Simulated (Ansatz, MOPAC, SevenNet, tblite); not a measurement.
Elastic constant C12 of trigonal Te: levels of theory against measurement

Reference value: 8 GPa (measured, temperature not stated, no zero-point or thermal correction; as tabulated in Yi et al. (2018), arXiv:1712.00894).

| level (code) | value (GPa) | cell (Å³/atom) |
|---|---|---|
| GFN1-xTB (tblite) | 51.9 | 27.37 |
| PM7 semi-empirical Hartree-Fock (MOPAC) | 6.75 | 30.80 |
| SevenNet-l3i5 | 18.8 | 35.41 |
| PBE (Ansatz) | (withheld) | 35.12 |
| r²SCAN (Ansatz) | 5.35 | 36.41 |

**Question.** Some entries are withheld; supply them.

**Answer.** 
- PBE (Ansatz, a program for electronic structure), value (GPa): 6.64

Differences against the reference: GFN1-xTB +549 %, PM7 semi-empirical Hartree-Fock (MOPAC) -15.6 %, SevenNet-l3i5 +135 %, PBE -17.0 %, r²SCAN -33 %.

Leaving aside PM7 semi-empirical Hartree-Fock (MOPAC) (doubt noted below): The reference's temperature isn't stated, so close values are not ranked against it. Off by more than 25 %, or 35 % on the side where a correction would as a rule narrow the miss (bounds picked here): GFN1-xTB (+549 %), SevenNet-l3i5 (+135 %), r²SCAN (-33 %).

The measured value isn't corrected to a static lattice, so vibrations enter the comparison.  GFN1-xTB, PM7 semi-empirical Hartree-Fock (MOPAC): the method was fitted mainly to molecules. GFN1-xTB, PM7 semi-empirical Hartree-Fock (MOPAC): the run uses a supercell at the zone centre in place of a k mesh. PM7 semi-empirical Hartree-Fock (MOPAC): the cell has another shape than the first-principles one, perhaps another minimum in the same group. PBE, r²SCAN: the cell comes from a level without a dispersion term, which matters for the spacing of layers, chains or molecules. Each level is taken at its own relaxed cell. Cutoffs and k meshes differ between the levels. Ansatz's density-functional and Hartree–Fock values are scalar-relativistic unless marked +SOC, with PAW data made under PBE.

Machine-learned potentials (SevenNet-l3i5) are trained on DFT data: a solid inside that data is no test of them.

Differences are worked out from the printed values.
